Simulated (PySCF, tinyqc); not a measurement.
G0W0 on RHF in the sto-3g basis, for CH2, spin multiplicity 1, step by step. The lowest restricted solution is unstable here: a spin-polarised one lies 0.0250 hartree lower (PySCF). Computed by tinyqc, a small Python program that keeps every step (integrals from PySCF). Settings: charge = 0, multiplicity = 1, basis = sto-3g, method = RHF, energy threshold = 1e-10, iteration cap = 66, orthogonalisation = symmetric, start = atomic densities, DIIS depth = 6. Command: `OMP_NUM_THREADS=1 python tinyqc.py 25026 25027 out.jsonl` (the two numbers bound the seeds that draw the settings). One thread of a shared host (Intel(R) Xeon(R) Processor @ 2.60GHz), about 0.08 s of CPU time with the checks. The early iterations of the SCF are left out here.

## One-electron integrals

Geometry (angstrom):
```
atom,x,y,z
C,0.000000,0.000000,0.000000
H,0.000000,1.005000,0.734000
H,0.000000,-0.991000,0.724000
```

Basis sto-3g: exponents (1/bohr^2) and contraction coefficients of normalised primitives:
```
element,l (shell),exponent,coefficient
C,s (1),71.616837,0.154329
C,s (1),13.045096,0.535328
C,s (1),3.530512,0.444635
C,s (2),2.941249,-0.099967
C,s (2),0.683483,0.399513
C,s (2),0.222290,0.700115
C,p (3),2.941249,0.155916
C,p (3),0.683483,0.607684
C,p (3),0.222290,0.391957
H,s (1),3.425251,0.154329
H,s (1),0.623914,0.535328
H,s (1),0.168855,0.444635
```

Overlap, kinetic and nuclear-attraction integrals over the contracted functions; the nuclear repulsion is the sum of Za Zb / Rab.

nuclear repulsion = 5.40342934 hartree

overlap S, lower triangle:
```
,1C 1s,1C 2s,1C 2px,1C 2py,1C 2pz,2H 1s,3H 1s
1C 1s,1.000000
1C 2s,0.248362,1.000000
1C 2px,0.000000,0.000000,1.000000
1C 2py,0.000000,0.000000,0.000000,1.000000
1C 2pz,0.000000,0.000000,0.000000,0.000000,1.000000
2H 1s,0.043508,0.405789,0.000000,0.331390,0.242030,1.000000
3H 1s,0.045266,0.414828,0.000000,-0.336683,0.245972,0.119996,1.000000
```

kinetic energy T (hartree), lower triangle:
```
,1C 1s,1C 2s,1C 2px,1C 2py,1C 2pz,2H 1s,3H 1s
1C 1s,15.891122
1C 2s,-0.085890,0.472250
1C 2px,0.000000,0.000000,1.477728
1C 2py,0.000000,0.000000,0.000000,1.477728
1C 2pz,0.000000,0.000000,0.000000,0.000000,1.477728
2H 1s,-0.012013,0.063332,0.000000,0.141994,0.103705,0.760032
3H 1s,-0.012147,0.067522,0.000000,-0.148811,0.108717,-0.010062,0.760032
```

nuclear attraction V (hartree), lower triangle:
```
,1C 1s,1C 2s,1C 2px,1C 2py,1C 2pz,2H 1s,3H 1s
1C 1s,-34.509127
1C 2s,-4.404923,-6.033880
1C 2px,0.000000,0.000000,-5.926194
1C 2py,0.000295,0.002596,0.000000,-6.054477
1C 2pz,-0.015543,-0.168238,0.000000,0.001439,-5.994643
2H 1s,-0.783037,-2.010080,0.000000,-1.504878,-1.136162,-4.013132
3H 1s,-0.814983,-2.066109,0.000000,1.539804,-1.162458,-0.526267,-4.046321
```

core Hamiltonian H = T + V (hartree), lower triangle:
```
,1C 1s,1C 2s,1C 2px,1C 2py,1C 2pz,2H 1s,3H 1s
1C 1s,-18.618005
1C 2s,-4.490813,-5.561630
1C 2px,0.000000,0.000000,-4.448466
1C 2py,0.000295,0.002596,0.000000,-4.576749
1C 2pz,-0.015543,-0.168238,0.000000,0.001439,-4.516915
2H 1s,-0.795050,-1.946749,0.000000,-1.362884,-1.032457,-3.253100
3H 1s,-0.827130,-1.998587,0.000000,1.390993,-1.053740,-0.536328,-3.286289
```

## Two-electron integrals

Functions are numbered as in S; the eight-fold symmetry (ij|kl) = (ji|kl) = (kl|ij) leaves the list below.

Two-electron integrals (ij|kl) in chemists' order, unique and non-zero (hartree):
```
i,j,k,l,(ij|kl)
1,1,1,1,3.541948
2,1,1,1,0.576921
2,1,2,1,0.111888
2,2,1,1,0.854682
2,2,2,1,0.205284
2,2,2,2,0.624709
3,1,3,1,0.020296
3,2,3,1,0.030858
3,2,3,2,0.137996
3,3,1,1,0.852436
3,3,2,1,0.205335
3,3,2,2,0.624568
3,3,3,3,0.672833
4,1,4,1,0.020296
4,2,4,1,0.030858
4,2,4,2,0.137996
4,3,4,3,0.036269
4,4,1,1,0.852436
4,4,2,1,0.205335
4,4,2,2,0.624568
4,4,3,3,0.600295
4,4,4,4,0.672833
5,1,5,1,0.020296
5,2,5,1,0.030858
5,2,5,2,0.137996
5,3,5,3,0.036269
5,4,5,4,0.036269
5,5,1,1,0.852436
5,5,2,1,0.205335
5,5,2,2,0.624568
5,5,3,3,0.600295
5,5,4,4,0.600295
5,5,5,5,0.672833
6,1,1,1,0.101492
6,1,2,1,0.019576
6,1,2,2,0.035894
6,1,3,3,0.035773
6,1,4,1,0.000950
6,1,4,2,0.001782
6,1,4,4,0.036018
6,1,5,1,0.000694
6,1,5,2,0.001302
6,1,5,4,0.000179
6,1,5,5,0.035904
6,1,6,1,0.003500
6,2,1,1,0.259812
6,2,2,1,0.063318
6,2,2,2,0.214084
6,2,3,3,0.208803
6,2,4,1,0.004857
6,2,4,2,0.034476
6,2,4,4,0.219000
6,2,5,1,0.003547
6,2,5,2,0.025179
6,2,5,4,0.007447
6,2,5,5,0.214242
6,2,6,1,0.011569
6,2,6,2,0.098869
6,3,3,1,0.006226
6,3,3,2,0.033484
6,3,4,3,0.006612
6,3,5,3,0.004829
6,3,6,3,0.011667
6,4,1,1,0.184028
6,4,2,1,0.045407
6,4,2,2,0.162785
6,4,3,3,0.154647
6,4,4,1,0.009238
6,4,4,2,0.057628
6,4,4,4,0.175050
6,4,5,1,0.002200
6,4,5,2,0.017634
6,4,5,4,0.010073
6,4,5,5,0.158477
6,4,6,1,0.008656
6,4,6,2,0.089196
6,4,6,4,0.090674
6,5,1,1,0.134404
6,5,2,1,0.033163
6,5,2,2,0.118890
6,5,3,3,0.112946
6,5,4,1,0.002200
6,5,4,2,0.017634
6,5,4,4,0.118190
6,5,5,1,0.007833
6,5,5,2,0.046363
6,5,5,4,0.010441
6,5,5,5,0.125401
6,5,6,1,0.006322
6,5,6,2,0.065144
6,5,6,4,0.057702
6,5,6,5,0.053810
6,6,1,1,0.419900
6,6,2,1,0.104051
6,6,2,2,0.401257
6,6,3,3,0.380354
6,6,4,1,0.009594
6,6,4,2,0.092813
6,6,4,4,0.420904
6,6,5,1,0.007007
6,6,5,2,0.067786
6,6,5,4,0.029616
6,6,5,5,0.401984
6,6,6,1,0.019241
6,6,6,2,0.239711
6,6,6,4,0.238241
6,6,6,5,0.173999
6,6,6,6,0.774606
7,1,1,1,0.105622
7,1,2,1,0.020372
7,1,2,2,0.037346
7,1,3,3,0.037219
7,1,4,1,-0.000993
7,1,4,2,-0.001859
7,1,4,4,0.037476
7,1,5,1,0.000725
7,1,5,2,0.001358
7,1,5,4,-0.000188
7,1,5,5,0.037356
7,1,6,1,0.003542
7,1,6,2,0.011373
7,1,6,4,0.007790
7,1,6,5,0.006227
7,1,6,6,0.018640
7,1,7,1,0.003791
7,2,1,1,0.267226
7,2,2,1,0.065110
7,2,2,2,0.219755
7,2,3,3,0.214359
7,2,4,1,-0.004997
7,2,4,2,-0.035282
7,2,4,4,0.224776
7,2,5,1,0.003651
7,2,5,2,0.025776
7,2,5,4,-0.007611
7,2,5,5,0.219919
7,2,6,1,0.011241
7,2,6,2,0.072778
7,2,6,4,0.047352
7,2,6,5,0.046689
7,2,6,6,0.137321
7,2,7,1,0.012378
7,2,7,2,0.103633
7,3,3,1,0.006442
7,3,3,2,0.034522
7,3,4,3,-0.006791
7,3,5,3,0.004961
7,3,6,3,0.008085
7,3,7,3,0.012322
7,4,1,1,-0.188272
7,4,2,1,-0.046447
7,4,2,2,-0.166223
7,4,3,3,-0.157898
7,4,4,1,0.009530
7,4,4,2,0.059140
7,4,4,4,-0.178789
7,4,5,1,-0.002256
7,4,5,2,-0.017985
7,4,5,4,0.010301
7,4,5,5,-0.161799
7,4,6,1,-0.007656
7,4,6,2,-0.046996
7,4,6,4,-0.023465
7,4,6,5,-0.029604
7,4,6,6,-0.082697
7,4,7,1,-0.009220
7,4,7,2,-0.093025
7,4,7,4,0.094307
7,5,1,1,0.137547
7,5,2,1,0.033933
7,5,2,2,0.121438
7,5,3,3,0.115356
7,5,4,1,-0.002256
7,5,4,2,-0.017985
7,5,4,4,0.120696
7,5,5,1,0.008090
7,5,5,2,0.047662
7,5,5,4,-0.010692
7,5,5,5,0.128129
7,5,6,1,0.006126
7,5,6,2,0.046529
7,5,6,4,0.029707
7,5,6,5,0.037329
7,5,6,6,0.093000
7,5,7,1,0.006736
7,5,7,2,0.067962
7,5,7,4,-0.059896
7,5,7,5,0.056081
7,6,1,1,0.065425
7,6,2,1,0.016039
7,6,2,2,0.057019
7,6,3,3,0.055287
7,6,4,1,4.87e-06
7,6,4,2,0.000059
7,6,4,4,0.056822
7,6,5,1,0.001436
7,6,5,2,0.011210
7,6,5,4,0.000017
7,6,5,5,0.058889
7,6,6,1,0.002875
7,6,6,2,0.024253
7,6,6,4,0.019019
7,6,6,5,0.017519
7,6,6,6,0.056272
7,6,7,1,0.002990
7,6,7,2,0.024759
7,6,7,4,-0.019263
7,6,7,5,0.017818
7,6,7,6,0.007429
7,7,1,1,0.425402
7,7,2,1,0.105397
7,7,2,2,0.405521
7,7,3,3,0.384297
7,7,4,1,-0.009811
7,7,4,2,-0.094151
7,7,4,4,0.425468
7,7,5,1,0.007168
7,7,5,2,0.068784
7,7,5,4,-0.030078
7,7,5,5,0.406271
7,7,6,1,0.018146
7,7,6,2,0.135133
7,7,6,4,0.081939
7,7,6,5,0.091882
7,7,6,6,0.264207
7,7,7,1,0.020290
7,7,7,2,0.246270
7,7,7,4,-0.243648
7,7,7,5,0.178003
7,7,7,6,0.056272
7,7,7,7,0.774606
```

## Orthogonalisation

S = U s U^T; symmetric (Loewdin) form X = U s^(-1/2) U^T, so that X^T S X = 1.

eigenvalues of S: 0.359451  0.464068  0.865769  1.000000  1.108764  1.416123  1.785826

X, lower triangle:
```
,1C 1s,1C 2s,1C 2px,1C 2py,1C 2pz,2H 1s,3H 1s
1C 1s,1.026615
1C 2s,-0.148253,1.200889
1C 2px,0.000000,0.000000,1.000000
1C 2py,0.000270,-0.003663,0.000000,1.114797
1C 2pz,-0.010991,0.102442,0.000000,-0.001893,1.059412
2H 1s,0.023669,-0.262209,0.000000,-0.217323,-0.153107,1.169142
3H 1s,0.024062,-0.271477,0.000000,0.223295,-0.157606,-0.020352,1.178081
```

## Iteration 8 (converged): orbitals

converged F (hartree), lower triangle:
```
,1C 1s,1C 2s,1C 2px,1C 2py,1C 2pz,2H 1s,3H 1s
1C 1s,-11.008422
1C 2s,-2.955202,-1.432781
1C 2px,0.000000,0.000000,0.229581
1C 2py,0.000214,0.002832,0.000000,-0.164677
1C 2pz,-0.025064,-0.063311,0.000000,0.003058,-0.210611
2H 1s,-0.530332,-0.575386,0.000000,-0.329546,-0.267815,-0.378589
3H 1s,-0.551547,-0.589844,0.000000,0.333876,-0.271196,-0.165300,-0.391004
```

Diagonalise F' = X^T F X, C = X C', fill 4 alpha and 4 beta electrons from the bottom; D = 2 C_occ C_occ^T. Each column has its largest component positive (the first on a tie).

F' = X^T F X (hartree), lower triangle:
```
,1,2,3,4,5,6,7
1,-10.778914
2,-1.553450,-0.660558
3,0.000000,0.000000,0.229581
4,0.000269,-0.002443,0.000000,0.099913
5,-0.051703,0.126113,0.000000,-0.000082,-0.074976
6,-0.045325,-0.357583,0.000000,-0.372564,-0.268601,-0.012603
7,-0.051026,-0.367736,0.000000,0.378523,-0.273275,-0.031337,-0.009657
```

orbital energies (hartree): MO1 -11.014051, MO2 -0.787335, MO3 -0.472492, MO4 -0.303443, MO5 0.229581, MO6 0.546809, MO7 0.593718

coefficients C:
```
,MO1,MO2,MO3,MO4,MO5,MO6,MO7
1C 1s,0.993387,-0.221487,-0.003057,0.132184,0.000000,0.152464,0.023981
1C 2s,0.027664,0.723354,0.013965,-0.595574,0.000000,-0.847893,-0.138711
1C 2px,0.000000,0.000000,0.000000,0.000000,1.000000,0.000000,0.000000
1C 2py,-0.000106,-0.005111,0.529789,0.002300,0.000000,-0.149271,1.018278
1C 2pz,0.005108,0.139834,-0.003179,0.752419,0.000000,-0.762716,-0.117451
2H 1s,-0.005822,0.255718,0.471272,0.270355,0.000000,0.883034,-0.605748
3H 1s,-0.005980,0.266065,-0.466782,0.263026,0.000000,0.674756,0.850928
```

D after iteration 8, lower triangle:
```
,1C 1s,1C 2s,1C 2px,1C 2py,1C 2pz,2H 1s,3H 1s
1C 1s,2.106714
1C 2s,-0.423001,1.757821
1C 2px,0.000000,0.000000,0.000000
1C 2py,-0.000579,0.004657,0.000000,0.561416
1C 2pz,0.147142,-0.693750,0.000000,-0.001337,1.171447
2H 1s,-0.056251,0.060757,0.000000,0.497980,0.475301,0.721228
3H 1s,-0.057350,0.058247,0.000000,-0.496100,0.473128,-0.161597,0.715789
```

## Convergence

Stop when the energy changes by less than 1e-10 hartree and every element of the error matrix X^T (F D S - S D F) X is below 3e-06.

Course of the cycle:
```
iteration,E (hartree),change,largest element of the error matrix
1,-38.09134914,-,6.53e-01
2,-38.34522216,-2.54e-01,5.68e-02
3,-38.35219552,-6.97e-03,1.81e-02
4,-38.35283974,-6.44e-04,7.32e-03
5,-38.35297055,-1.31e-04,4.90e-04
6,-38.35297119,-6.42e-07,5.18e-05
7,-38.35297119,-4.94e-09,1.83e-06
8,-38.35297119,-7.76e-12,6.13e-07
```

PySCF RHF in the same basis = -38.35297119 hartree

Converged in 8 iterations.

## Integrals over molecular orbitals

(pq|rs) = sum C_ip C_jq C_kr C_ls (ij|kl), one index at a time.

one-electron integrals over orbitals h = C^T H C (hartree), lower triangle:
```
,1,2,3,4,5,6,7
1,-18.603823
2,0.355308,-4.478720
3,0.004838,-0.000501,-3.856234
4,-0.197526,0.244065,0.010813,-4.240301
5,0.000000,0.000000,0.000000,0.000000,-4.448466
6,-0.229885,0.800838,0.138928,0.459141,0.000000,-3.512523
7,-0.035957,0.130261,-0.853753,0.061002,0.000000,0.018647,-3.632931
```

Two-electron integrals over orbitals (pq|rs), unique and non-zero (hartree):
```
p,q,r,s,(pq|rs)
1,1,1,1,3.508308
2,1,1,1,-0.294127
2,1,2,1,0.039329
2,2,1,1,0.713768
2,2,2,1,-0.007600
2,2,2,2,0.538301
3,1,1,1,-0.004032
3,1,2,1,0.000443
3,1,2,2,-0.000462
3,1,3,1,0.007218
3,2,1,1,0.001017
3,2,2,1,-0.000240
3,2,2,2,-0.003557
3,2,3,1,0.012143
3,2,3,2,0.134568
3,3,1,1,0.581434
3,3,2,1,-0.002350
3,3,2,2,0.497824
3,3,3,1,0.000196
3,3,3,2,0.001913
3,3,3,3,0.504449
4,1,1,1,0.171958
4,1,2,1,-0.020127
4,1,2,2,0.014299
4,1,3,1,-0.000349
4,1,3,2,0.000012
4,1,3,3,0.006225
4,1,4,1,0.026295
4,2,1,1,-0.104473
4,2,2,1,0.007626
4,2,2,2,0.017277
4,2,3,1,0.000060
4,2,3,2,-0.000262
4,2,3,3,0.022456
4,2,4,1,0.011782
4,2,4,2,0.081446
4,3,1,1,-0.003682
4,3,2,1,0.000183
4,3,2,2,-0.001115
4,3,3,1,-0.002558
4,3,3,2,0.029548
4,3,3,3,0.000526
4,3,4,1,0.000203
4,3,4,2,0.001518
4,3,4,3,0.038445
4,4,1,1,0.781950
4,4,2,1,-0.012479
4,4,2,2,0.492622
4,4,3,1,-0.000058
4,4,3,2,0.001036
4,4,3,3,0.450504
4,4,4,1,-0.010412
4,4,4,2,-0.087886
4,4,4,3,-0.002357
4,4,4,4,0.632891
5,1,5,1,0.021662
5,2,5,1,0.023751
5,2,5,2,0.091686
5,3,5,1,0.000330
5,3,5,2,0.000959
5,3,5,3,0.018575
5,4,5,1,-0.013620
5,4,5,2,-0.041891
5,4,5,3,-0.000721
5,4,5,4,0.051055
5,5,1,1,0.852002
5,5,2,1,-0.009301
5,5,2,2,0.542180
5,5,3,1,-0.000118
5,5,3,2,0.000417
5,5,3,3,0.467770
5,5,4,1,0.005022
5,5,4,2,-0.055883
5,5,4,3,-0.002075
5,5,4,4,0.568561
5,5,5,5,0.672833
6,1,1,1,0.199331
6,1,2,1,-0.029083
6,1,2,2,-0.001303
6,1,3,1,-0.002058
6,1,3,2,-0.002610
6,1,3,3,-0.001643
6,1,4,1,0.003923
6,1,4,2,-0.015521
6,1,4,3,0.000342
6,1,4,4,0.019396
6,1,5,5,0.005433
6,1,6,1,0.029529
6,2,1,1,-0.235899
6,2,2,1,0.004931
6,2,2,2,-0.086636
6,2,3,1,-0.001255
6,2,3,2,-0.002363
6,2,3,3,-0.029107
6,2,4,1,-0.014786
6,2,4,2,0.001622
6,2,4,3,0.005289
6,2,4,4,-0.063380
6,2,5,5,-0.122482
6,2,6,1,0.004962
6,2,6,2,0.094208
6,3,1,1,-0.040096
6,3,2,1,0.000892
6,3,2,2,-0.012043
6,3,3,1,-0.001682
6,3,3,2,0.061708
6,3,3,3,-0.003183
6,3,4,1,-0.000118
6,3,4,2,0.009549
6,3,4,3,0.035568
6,3,4,4,-0.017370
6,3,5,5,-0.021129
6,3,6,1,-0.000492
6,3,6,2,0.017454
6,3,6,3,0.083043
6,4,1,1,-0.130277
6,4,2,1,0.000975
6,4,2,2,-0.038177
6,4,3,1,0.001260
6,4,3,2,0.011025
6,4,3,3,-0.002550
6,4,4,1,-0.000904
6,4,4,2,0.024806
6,4,4,3,0.001147
6,4,4,4,-0.076019
6,4,5,5,-0.065813
6,4,6,1,-0.000564
6,4,6,2,0.049346
6,4,6,3,0.015716
6,4,6,4,0.046886
6,5,5,1,-0.014696
6,5,5,2,-0.051183
6,5,5,3,-0.003351
6,5,5,4,0.010030
6,5,6,5,0.039325
6,6,1,1,0.682316
6,6,2,1,-0.005781
6,6,2,2,0.522627
6,6,3,1,0.002072
6,6,3,2,0.029999
6,6,3,3,0.498790
6,6,4,1,0.020165
6,6,4,2,0.050259
6,6,4,3,0.013189
6,6,4,4,0.452766
6,6,5,5,0.495272
6,6,6,1,-0.008286
6,6,6,2,-0.065038
6,6,6,3,0.018674
6,6,6,4,-0.016540
6,6,6,6,0.566104
7,1,1,1,0.031346
7,1,2,1,-0.004695
7,1,2,2,-0.000610
7,1,3,1,0.011702
7,1,3,2,0.018300
7,1,3,3,0.000177
7,1,4,1,0.000727
7,1,4,2,-0.002250
7,1,4,3,-0.004386
7,1,4,4,0.002937
7,1,5,5,0.000837
7,1,6,1,0.001665
7,1,6,2,-0.001466
7,1,6,3,-0.002416
7,1,6,4,0.001959
7,1,6,6,0.002320
7,1,7,1,0.019927
7,2,1,1,-0.038754
7,2,2,1,0.000751
7,2,2,2,-0.013562
7,2,3,1,0.009155
7,2,3,2,0.005180
7,2,3,3,-0.004073
7,2,4,1,-0.002180
7,2,4,2,0.001508
7,2,4,3,-0.034324
7,2,4,4,-0.011301
7,2,5,5,-0.019907
7,2,6,1,-0.001507
7,2,6,2,0.006995
7,2,6,3,-0.042485
7,2,6,4,0.009069
7,2,6,6,-0.016415
7,2,7,1,0.014065
7,2,7,2,0.057080
7,3,1,1,0.249360
7,3,2,1,-0.005618
7,3,2,2,0.060297
7,3,3,1,-0.000149
7,3,3,2,0.010384
7,3,3,3,0.023640
7,3,4,1,-0.000476
7,3,4,2,-0.064117
7,3,4,3,0.003149
7,3,4,4,0.114397
7,3,5,5,0.128930
7,3,6,1,0.006125
7,3,6,2,-0.070696
7,3,6,3,-0.007176
7,3,6,4,-0.054111
7,3,6,6,0.011933
7,3,7,1,0.000829
7,3,7,2,-0.018154
7,3,7,3,0.121671
7,4,1,1,-0.017449
7,4,2,1,0.000189
7,4,2,2,-0.003320
7,4,3,1,-0.008438
7,4,3,2,-0.073240
7,4,3,3,-0.001873
7,4,4,1,-0.000207
7,4,4,2,0.002755
7,4,4,3,0.001112
7,4,4,4,-0.010335
7,4,5,5,-0.008589
7,4,6,1,0.002053
7,4,6,2,0.008874
7,4,6,3,-0.041004
7,4,6,4,-0.003652
7,4,6,6,-0.018361
7,4,7,1,-0.013497
7,4,7,2,-0.007668
7,4,7,3,-0.014113
7,4,7,4,0.065214
7,5,5,1,-0.002315
7,5,5,2,-0.008187
7,5,5,3,0.018022
7,5,5,4,0.001781
7,5,6,5,0.002676
7,5,7,5,0.022766
7,6,1,1,-0.004936
7,6,2,1,0.000428
7,6,2,2,0.005369
7,6,3,1,-0.007340
7,6,3,2,-0.099595
7,6,3,3,-0.002280
7,6,4,1,0.002442
7,6,4,2,0.009500
7,6,4,3,-0.041283
7,6,4,4,-0.008560
7,6,5,5,-0.002374
7,6,6,1,-0.000316
7,6,6,2,-0.005601
7,6,6,3,-0.067764
7,6,6,4,-0.008286
7,6,6,6,-0.021814
7,6,7,1,-0.011510
7,6,7,2,0.021555
7,6,7,3,-0.018325
7,6,7,4,0.050883
7,6,7,6,0.100308
7,7,1,1,0.724814
7,7,2,1,-0.008272
7,7,2,2,0.509086
7,7,3,1,-0.002439
7,7,3,2,-0.031383
7,7,3,3,0.503601
7,7,4,1,0.004515
7,7,4,2,-0.012234
7,7,4,3,-0.013357
7,7,4,4,0.507769
7,7,5,5,0.516263
7,7,6,1,0.005791
7,7,6,2,-0.045858
7,7,6,3,-0.031489
7,7,6,4,-0.021976
7,7,6,6,0.496848
7,7,7,1,-0.002741
7,7,7,2,-0.000750
7,7,7,3,0.058810
7,7,7,4,0.013584
7,7,7,6,0.025610
7,7,7,7,0.550810
```

## Screening: direct RPA

With D = e_a - e_i and K = (ia|jb): diagonalise D^(1/2) (D + 4K) D^(1/2) = Z w^2 Z^T; X + Y = D^(1/2) Z w^(-1/2), each column of Z with its largest component positive (the first on a tie); E_c = (sum w - tr (D + 2K)) / 2.

D^(1/2) (D + 4K) D^(1/2) (hartree^2), lower triangle:
```
,1>5,1>6,1>7,2>5,2>6,2>7,3>5,3>6,3>7,4>5,4>6,4>7
1>5,127.393494
1>6,0.000000,135.019038
1>7,0.000000,0.077172,135.665536
2>5,0.321240,0.000000,0.000000,1.407066
2>6,0.000000,0.077942,-0.023069,0.000000,2.282687
2>7,0.000000,-0.024084,0.225255,0.000000,0.037982,2.222628
3>5,0.003704,0.000000,0.000000,0.003241,0.000000,0.000000,0.545071
3>6,0.000000,-0.006761,-0.033244,0.000000,0.081414,-0.201627,0.000000,1.377556
3>7,0.000000,0.086016,0.011672,0.000000,-0.337269,-0.088116,0.000000,-0.029925,1.655708
4>5,-0.133373,0.000000,0.000000,-0.123367,0.000000,0.000000,-0.001764,0.000000,0.000000,0.392970
4>6,0.000000,-0.007070,0.024613,0.000000,0.210226,0.039311,0.000000,0.058525,-0.206084,0.000000,0.882388
4>7,0.000000,0.026453,-0.174222,0.000000,0.038834,-0.034139,0.000000,-0.156846,-0.055210,0.000000,-0.012759,1.038927
```

excitation energies w (hartree): 0.614895  0.738288  0.902400  0.979863  1.184032  1.192049  1.232912  1.503663  1.581675  11.286915  11.619384  11.647971

X + Y:
```
,1,2,3,4,5,6,7,8,9,10,11,12
1>5,0.003173,-0.000097,0.000000,0.000000,0.000000,-0.008163,0.000000,0.000000,0.000000,0.998077,0.000000,0.000000
1>6,0.000000,0.000000,-0.000167,-0.000600,0.000546,0.000000,-0.002474,0.000803,-0.000509,0.000000,0.990662,0.116265
1>7,0.000000,0.000000,-0.000356,0.003813,-0.002178,0.000000,-0.000576,-0.004698,-0.000575,0.000000,-0.116643,0.991449
2>5,0.152756,-0.005686,0.000000,0.000000,0.000000,0.917072,0.000000,0.000000,0.000000,0.000766,0.000000,0.000000
2>6,0.000000,0.000000,-0.109958,-0.031433,-0.073775,0.000000,0.451211,-0.228325,0.789719,0.000000,0.000204,-0.000035
2>7,0.000000,0.000000,-0.023924,0.114537,0.220255,0.000000,0.083147,0.900854,0.226906,0.000000,-0.000130,0.000570
3>5,0.008726,0.975125,0.000000,0.000000,0.000000,0.002994,0.000000,0.000000,0.000000,0.000007,0.000000,0.000000
3>6,0.000000,0.000000,-0.067633,0.412890,0.815029,0.000000,-0.045001,-0.196191,0.027922,0.000000,-0.000006,-0.000075
3>7,0.000000,0.000000,0.219454,0.074585,0.050039,0.000000,0.821613,0.015308,-0.338943,0.000000,0.000191,0.000049
4>5,0.924427,-0.006496,0.000000,0.000000,0.000000,-0.079451,0.000000,0.000000,0.000000,-0.000229,0.000000,0.000000
4>6,0.000000,0.000000,0.941766,-0.052991,0.064010,0.000000,-0.117249,-0.017288,0.125451,0.000000,-0.000020,0.000047
4>7,0.000000,0.000000,0.072716,0.865284,-0.362542,0.000000,-0.044396,-0.002868,0.020743,0.000000,0.000097,-0.000350
```

RPA correlation energy = -0.06470926 hartree

## G0W0 on Hartree-Fock: HOMO

W(p,q,m) = sqrt2 sum_ia (pq|ia) (X+Y)_ia,m; Sigma_c(x) = sum_(i,m) W^2/(x - e_i + w_m) + sum_(a,m) W^2/(x - e_a - w_m); solve x = e_p + Sigma_c(x) by Newton steps; Z = 1/(1 - dSigma/dx); 1 hartree = 27.211386 eV.

The 12 largest terms at x = e_p (hartree; W for the signs of X + Y given):
```
q,m,W,term
4,9,-0.143738,0.013062
4,7,0.105439,0.009017
2,7,-0.078125,0.003555
6,9,0.092790,-0.003540
7,5,-0.085299,-0.003496
4,3,-0.054912,0.003341
5,1,0.057627,-0.002893
5,6,-0.059913,-0.002081
3,8,-0.055240,0.001824
7,4,0.052933,-0.001493
6,3,0.035791,-0.000731
6,7,-0.038865,-0.000725
```

Newton steps (hartree):
```
step,x,Sigma_c(x),Z
0,-0.303443,0.017547,0.968636
1,-0.286447,0.017000,0.969031
2,-0.286443,0.017000,0.969031
```

quasiparticle energy of the HOMO = -7.794517 eV

Hartree-Fock value = -8.257109 eV

## G0W0 on Hartree-Fock: LUMO

As before.

The 12 largest terms at x = e_p (hartree; W for the signs of X + Y given):
```
q,m,W,term
5,9,-0.217748,-0.029977
2,6,0.123347,0.006888
5,7,0.082088,-0.005465
6,6,-0.067353,-0.003006
4,1,0.057627,0.002893
4,6,-0.059913,0.002081
5,3,-0.026784,-0.000795
2,1,-0.034841,0.000744
7,2,0.024903,-0.000563
3,2,0.025615,0.000456
5,8,0.024486,-0.000399
2,10,0.033637,0.000092
```

Newton steps (hartree):
```
step,x,Sigma_c(x),Z
0,0.229581,-0.027112,0.966349
1,0.203382,-0.026209,0.966995
2,0.203373,-0.026208,0.966995
```

quasiparticle energy of the LUMO = 5.534062 eV

Hartree-Fock value = 6.247223 eV
